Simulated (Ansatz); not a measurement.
H₂S + F• → `[SH]`• + H–F  (hydrogen abstraction from the S–H bond)

Isolated molecules relaxed with PBE0-D4/def2-TZVP in Ansatz; ΔE leaves out vibrations. CCSD(T)/CBS is frozen-core, at the limit of the def2 triple- and quadruple-zeta sets. Functionals use def2-TZVPP. B3LYP here is the variant with VWN-RPA as its local correlation; programs differ in this. HSE06 is defined as in plane-wave codes. No spin–orbit coupling; open shells (•) take unrestricted orbitals. Spin–orbit coupling would lower the free atoms: a little for F.

```json
{"level": "PBE-D4", "ΔE (kcal/mol)": "-46.6", "difference from CCSD(T)/CBS": "-0.8"}
{"level": "r2SCAN-D4", "ΔE (kcal/mol)": "-43.7", "difference from CCSD(T)/CBS": "2.1"}
{"level": "B97M-V", "ΔE (kcal/mol)": "-40.8", "difference from CCSD(T)/CBS": "5.0"}
{"level": "B3LYP-D4", "ΔE (kcal/mol)": "-44.1", "difference from CCSD(T)/CBS": "1.7"}
{"level": "r2SCAN0-D4", "ΔE (kcal/mol)": "-40.9", "difference from CCSD(T)/CBS": "4.9"}
{"level": "BHLYP-D4", "ΔE (kcal/mol)": "-38.9", "difference from CCSD(T)/CBS": "6.9"}
{"level": "B2PLYP", "ΔE (kcal/mol)": "-44.6", "difference from CCSD(T)/CBS": "1.2"}
{"level": "PBE-QIDH", "ΔE (kcal/mol)": "-42.7", "difference from CCSD(T)/CBS": "3.1"}
{"level": "PBE", "ΔE (kcal/mol)": "-46.8", "difference from CCSD(T)/CBS": "-1.0"}
{"level": "BLYP", "ΔE (kcal/mol)": "-46.8", "difference from CCSD(T)/CBS": "-1.0"}
{"level": "PBE0", "ΔE (kcal/mol)": "-42.9", "difference from CCSD(T)/CBS": "2.9"}
{"level": "B3LYP", "ΔE (kcal/mol)": "-44.4", "difference from CCSD(T)/CBS": "1.4"}
{"level": "r2SCANh", "ΔE (kcal/mol)": "-42.6", "difference from CCSD(T)/CBS": "3.2"}
{"level": "HSE06", "ΔE (kcal/mol)": "-43.0", "difference from CCSD(T)/CBS": "2.8"}
{"level": "BHLYP", "ΔE (kcal/mol)": "-39.1", "difference from CCSD(T)/CBS": "6.7"}
{"level": "LC-ωPBE", "ΔE (kcal/mol)": "-45.8", "difference from CCSD(T)/CBS": "0.0"}
{"level": "RPA@PBE/def2-TZVPP", "ΔE (kcal/mol)": "-38.2", "difference from CCSD(T)/CBS": "7.6"}
{"level": "HF/def2-SVP", "ΔE (kcal/mol)": "-25.9", "difference from CCSD(T)/CBS": "19.9"}
{"level": "CCSD/def2-SVP", "ΔE (kcal/mol)": "-39.4", "difference from CCSD(T)/CBS": "6.4"}
{"level": "HF/def2-TZVPP", "ΔE (kcal/mol)": "-27.9", "difference from CCSD(T)/CBS": "17.9"}
{"level": "SCS-MP2/def2-TZVPP", "ΔE (kcal/mol)": "-45.6", "difference from CCSD(T)/CBS": "0.2"}
{"level": "HF/def2-QZVPP", "ΔE (kcal/mol)": "-28.2", "difference from CCSD(T)/CBS": "17.6"}
{"level": "SCS-MP2/def2-QZVPP", "ΔE (kcal/mol)": "-46.9", "difference from CCSD(T)/CBS": "-1.1"}
{"level": "CCSD/def2-QZVPP", "ΔE (kcal/mol)": "-44.3", "difference from CCSD(T)/CBS": "1.5"}
{"level": "CCSD(T)/def2-QZVPP", "ΔE (kcal/mol)": "-45.1", "difference from CCSD(T)/CBS": "0.7"}
{"level": "HF/CBS(def2)", "ΔE (kcal/mol)": "-28.3", "difference from CCSD(T)/CBS": "17.5"}
{"level": "MP2/CBS(def2)", "ΔE (kcal/mol)": "-50.8", "difference from CCSD(T)/CBS": "-5.0"}
{"level": "CCSD/CBS(def2)", "ΔE (kcal/mol)": "-44.8", "difference from CCSD(T)/CBS": "1.0"}
{"level": "HF/cc-pV(D+d)Z", "ΔE (kcal/mol)": "-22.9", "difference from CCSD(T)/CBS": "22.9"}
{"level": "MP2/cc-pV(D+d)Z", "ΔE (kcal/mol)": "-41.0", "difference from CCSD(T)/CBS": "4.8"}
{"level": "CCSD/cc-pV(D+d)Z", "ΔE (kcal/mol)": "-36.8", "difference from CCSD(T)/CBS": "9.0"}
{"level": "CCSD(T)/cc-pV(D+d)Z", "ΔE (kcal/mol)": "-36.8", "difference from CCSD(T)/CBS": "9.0"}
{"level": "HF/cc-pV(T+d)Z", "ΔE (kcal/mol)": "-27.3", "difference from CCSD(T)/CBS": "18.5"}
{"level": "MP2/cc-pV(T+d)Z", "ΔE (kcal/mol)": "-47.8", "difference from CCSD(T)/CBS": "-2.0"}
{"level": "HF/cc-pV(Q+d)Z", "ΔE (kcal/mol)": "-28.0", "difference from CCSD(T)/CBS": "17.8"}
{"level": "MP2/cc-pV(Q+d)Z", "ΔE (kcal/mol)": "-49.6", "difference from CCSD(T)/CBS": "-3.8"}
{"level": "CCSD/cc-pV(Q+d)Z", "ΔE (kcal/mol)": "-43.9", "difference from CCSD(T)/CBS": "1.9"}
{"level": "HF/CBS(cc)", "ΔE (kcal/mol)": "-28.2", "difference from CCSD(T)/CBS": "17.6"}
{"level": "CCSD/CBS(cc)", "ΔE (kcal/mol)": "-44.5", "difference from CCSD(T)/CBS": "1.3"}
{"level": "CCSD(T)/CBS(cc)", "ΔE (kcal/mol)": "-45.5", "difference from CCSD(T)/CBS": "0.3"}
{"level": "CCSD(T)/CBS", "ΔE (kcal/mol)": "-45.8", "difference from CCSD(T)/CBS": "0"}
```

Largest T1 diagnostic among the species: 0.011.

At CCSD(T), def2-SVP lies +6.5 kcal/mol from the extrapolated value and def2-TZVPP +1.8 kcal/mol. In def2-TZVPP, CCSD(T) changes the Hartree–Fock value by −16.0 kcal/mol (the triples alone add −0.7 kcal/mol) and MP2 by −20.9 kcal/mol.

CCSD(T)/CBS has its own doubt, a few kJ/mol and more with outer-core shells, so smaller differences from it don't rank the levels.
